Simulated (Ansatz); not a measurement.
Geometry optimisation, RKS BHLYP/def2-mTZVP (Ansatz 0.2.0).

input.yaml

```yaml
crystal:
  periodic: [false, false, false]
  atoms:
    - { symbol: Si, position_ang: [0.0, 0.0, 0.0] }
    - { symbol: F, position_ang: [0.9996, 0.0, 1.4848] }
    - { symbol: H, position_ang: [1.6189, 0.0, 0.3673] }
    - { symbol: H, position_ang: [-0.6877, 1.1914, -0.4862] }
    - { symbol: O, position_ang: [-0.7913, -1.3709, -0.5594] }
    - { symbol: H, position_ang: [-1.2459, -1.8365, 0.2129] }
basis:
  gaussian: { orbitals: def2-mTZVP }
hamiltonian:
  xc: { name: BHLYP }
relax:
  f_tol: 0.15
  max_steps: 25
  restrain:
    - { distance: [1, 2], at: 2.12, k: 30.0 }
    - { distance: [0, 1], at: 1.59, k: 30.0 }
    - { distance: [0, 2], at: 1.46, k: 30.0 }
```

Command:

```bash
$ ansatz run input.yaml --threads 1 --pin off --max-ram 2048MiB --backend cpu --events-out ev --progress --plain --runs-dir out
```

**Question.** Where does it end, and by what steps?

**Answer.** The run converged. The restraints hold the end off the free minimum. After 5 steps the energy has fallen by 4.874 eV (the restraints' own energy left out); F2 moved furthest, 0.59 Å.

```
step  energy less start (eV)  largest force component (eV/Å)  accepted
   0                  0.0000                           4.830       yes
   1                 -2.3366                           3.854       yes
   2                 -3.7719                           2.733       yes
   3                 -4.7294                           1.282       yes
   4                 -4.8649                           1.223       yes
   5                 -4.8737                           1.239       yes
```

```xyz
6
Properties=species:S:1:pos:R:3
Si 0.177 -0.002 0.078
F 0.427 -0.011 1.639
H 1.591 -0.072 -0.196
H -0.504 1.226 -0.333
O -0.680 -1.296 -0.402
H -1.117 -1.861 0.232
```

The run took 5.8 s on 1 thread of AMD EPYC 9R45 96-Core Processor (Zen 5) (shared host), peak memory 0.15 GiB.
